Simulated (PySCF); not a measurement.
**Magnetic susceptibility: SMILES C#CP(N)C=C, C$_{4}$H$_{6}$NP**

Geometry:
```csv
atom,x (Å),y (Å),z (Å)
C1,2.651,-0.941,0.187
C2,1.624,-0.576,-0.322
P3,0.178,0.016,-1.190
N4,0.022,1.604,-0.591
C5,-1.000,-0.824,-0.077
C6,-2.012,-0.226,0.529
H7,3.532,-1.271,0.656
H8,0.289,1.734,0.378
H9,0.453,2.309,-1.173
H10,-0.846,-1.894,0.006
H11,-2.179,0.834,0.423
H12,-2.710,-0.766,1.148
```

Theory: GIAO B97-2/pcSseg-1 magnetisability, rotational g tensor and spin-rotation constants, non-relativistic, gas phase (PySCF). Geometry: GFN2-xTB.

**Question.** How diamagnetic is it, and how anisotropic?

**Answer.** Isotropic -1026 × 10⁻³⁰ J/T², or -61.8 × 10⁻⁶ cm³/mol; principal values -1167, -986, -925 × 10⁻³⁰ J/T², anisotropy 218 × 10⁻³⁰ J/T² (root of half the summed squared differences of the principal values). The susceptibility is in cgs units.

**Question.** Split it along the inertial axes a, b, c into diamagnetic and paramagnetic parts about the centre of mass, with the quadrupole moment.

**Answer.** 
```tsv
axis	χ (10⁻⁶ cm³/mol)	diamagnetic (10⁻⁶ cm³/mol)	paramagnetic (10⁻⁶ cm³/mol)	summed x² of all electrons (Å²)	quadrupole Θ (D Å)
a	-63.0	-347.6	284.6	124.1	+1.09
b	-57.9	-634.4	576.5	56.5	+3.34
c	-64.5	-766.4	701.9	25.4	-4.43
```
Anisotropies 2χaa − χbb − χcc = -3.7 and 2χbb − χaa − χcc = +11.7 × 10⁻⁶ cm³/mol. Θ is traceless in Buckingham's convention.

**Question.** And the rotational g tensor?

**Answer.** 
```
axis  rotational constant (GHz)        g  nuclear part  electronic part
   a                     4.6015  -0.0228        0.5925          -0.6153
   b                     2.1701  -0.0173        0.5704          -0.5878
   c                     1.7642  -0.0049        0.5769          -0.5818
```
Asymmetric top; isotopes 12C, 1H, 14N, 31P; no vibrational averaging.
